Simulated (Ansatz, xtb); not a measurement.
Relative energy of two isomers of C3H5FS2

We compare I, `FC1SCCS1`, a singlet, with II, `F[C@@H]1CSCS1`, a singlet. Both are isolated molecules in the gas phase, relaxed with B3LYP/def2-SVP; the shapes shown needn't be the lowest conformers.

I (Å):

```xyz
11

C     0.2748   -0.3134    0.5874
C     1.3332    0.5707    2.9748
C     1.9712    1.3061    1.8041
F    -0.5607    0.5496   -0.0840
S    -0.1525   -0.3412    2.3725
S     2.0206    0.1447    0.3862
H     0.1287   -1.3197    0.1654
H     2.0359   -0.1529    3.4147
H     1.0023    1.2710    3.7576
H     1.3881    2.1951    1.5199
H     3.0054    1.6110    2.0245
```

II (Å):

```yaml
atoms:
  - { symbol: C, position_ang: [0.2176, 1.2001, 1.8295] }
  - { symbol: C, position_ang: [0.9845, 0.5327, 2.9617] }
  - { symbol: C, position_ang: [2.0377, -0.2692, 0.5480] }
  - { symbol: F, position_ang: [0.7725, 2.4292, 1.5468] }
  - { symbol: S, position_ang: [2.5509, -0.1874, 2.3198] }
  - { symbol: S, position_ang: [0.2526, 0.0937, 0.3886] }
  - { symbol: H, position_ang: [-0.8432, 1.3517, 2.0939] }
  - { symbol: H, position_ang: [0.3646, -0.2548, 3.4146] }
  - { symbol: H, position_ang: [1.2371, 1.2798, 3.7297] }
  - { symbol: H, position_ang: [2.6264, 0.4551, -0.0321] }
  - { symbol: H, position_ang: [2.2115, -1.2817, 0.1567] }
```

Energies in hartree; the thermal terms are from GFN2-xTB frequencies at re-optimised GFN2-xTB minima (ideal gas, soft modes damped towards free rotors, one conformer each, 298.15 K, 1 atm) and include the zero-point energy:

```
                               I            II
E, CCSD(T)/def2-SVP  −1011.514403  −1011.514083
    E, MP2/def2-SVP  −1011.430704  −1011.430040
  E, MP2/def2-TZVPP  −1012.212621  −1012.211427
  zero-point energy      0.075564      0.075331
       H(298 K) − E      0.082807      0.082614
       G(298 K) − E      0.044659      0.044218
```

**Question.** Correct the CCSD(T) difference for the basis set by the MP2 change, then work out ΔE, ΔE₀, ΔH and ΔG for I → II in kcal/mol (1 Eh = 627.51 kcal/mol) and the equilibrium ratio [II]/[I].

**Answer.** 1. Differences II − I: CCSD(T) +0.000320, MP2 in the small set +0.000664, MP2 in the large set +0.001194 Eh.
2. ΔE = +0.000320 + (+0.001194 − (+0.000664)) = +0.000850 Eh = +0.53 kcal/mol.
3. ΔE₀ = ΔE + ΔZPE = +0.000850 + (−0.000233) Eh = +0.39 kcal/mol.
4. ΔH = ΔE + (−0.000193) Eh = +0.41 kcal/mol.
5. ΔG = ΔE + (−0.000441) Eh = +0.26 kcal/mol, so ΔS = (ΔH − ΔG)/T = +2.2 J/(mol K).
6. kT = 0.9442 mEh, so K = [II]/[I] = exp(−ΔG/kT) = exp(−0.43) ≈ 0.65.

The two are too close for this level to say which is favoured. An error of 1 kcal/mol in ΔG would change K by a factor of 5.4. Mirror images and further conformers aren't counted.

As drawn, both hold the same kinds of bond in the same numbers.

Other levels gave ΔE = +0.6 (GFN2-xTB); +1.9 (HF/STO-3G, GFN2-xTB geometries); +1.4 (r2SCAN-D4/def2-SVP, GFN2-xTB geometries); +0.5 (B3LYP/def2-SVP); −1.0 (HF/def2-SVP); +0.4 (MP2/def2-SVP); +0.2 (CCSD(T)/def2-SVP) kcal/mol. The correlated steps freeze 14 core orbitals. Programs: Ansatz 0.2.0, xtb 6.7.1.
